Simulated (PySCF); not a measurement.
Gas-phase reaction: 3 HSiNH₂ + trisilylamine ⇌ 4 NH₃ + 6 SiH

Computed with PySCF and rigid-rotor harmonic-oscillator thermochemistry at 1 bar. † marks an energy on the PBE0/def2-TZVP geometry and frequencies; other levels use their own. MP2 freezes the core. 6-31G* has spherical d functions here. Open shells (unrestricted): SiH (multiplicity 2); the rest are closed-shell singlets. Spin-orbit splitting is ignored; it lowers the true energy and changes the entropy of SiH. HSiNH₂: computed as isolated molecules; such fragments, hydroxides, amides, oligomers or adducts are transient or little studied in the gas. MP2 isn't extrapolated to the basis-set limit.

ωB97X-V/def2-TZVP† gives ΔH°(298 K) = 1859 kJ.

Question: What do MP2/def2-TZVPP†, HF/6-31G*, PBE0/def2-TZVP give?

Answer: MP2/def2-TZVPP†: 1853 kJ; HF/6-31G*: 1445 kJ; PBE0/def2-TZVP: 1768 kJ. For scale, ΔH°(298 K) is 1859 kJ at this level, 1841 kJ at ωB97M-V/def2-TZVP†, and runs from 1445 to 2032 kJ over the 17 levels computed.
